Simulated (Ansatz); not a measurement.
**Structure optimisation: nickel, fcc**

Method: DFT, RPBE, plane waves (420 eV) with PAW, scalar-relativistic in Ansatz 0.2.0. (PAW data from PBE, frozen cores regenerated.)

k-point mesh 15×15×15, Fermi-Dirac smearing 0.1 eV, no spin polarisation. Cell and atoms relax.

Starting structure:

```
Ni
1.0
     0.00000    1.76194    1.76194
     1.76194    0.00000    1.76194
     1.76194    1.76194    0.00000
Ni
1
Direct
  0.00000 0.00000 0.00000
```

What cell does the relaxation end in?

Fm-3m with a = 3.548 Å; 11.17 Å³ per atom against 10.94 at the start (2.1 %).

How much energy does the relaxation gain?

2.7 meV per atom.

Path of the relaxation (the plane waves are chosen anew near the end, which can shift the energy a little):

```csv
step,E − E(final) (meV/atom),V (Å³/atom),P (GPa),max force (eV/Å)
0,2.71,10.940,3.92,0.000
1,0.77,11.048,1.99,0.000
2,0.09,11.163,0.08,0.000
3,0.10,11.168,0.00,0.000
4,0.00,11.168,-0.03,0.000
```

Spin polarisation is off here; a magnetic state may lie lower.
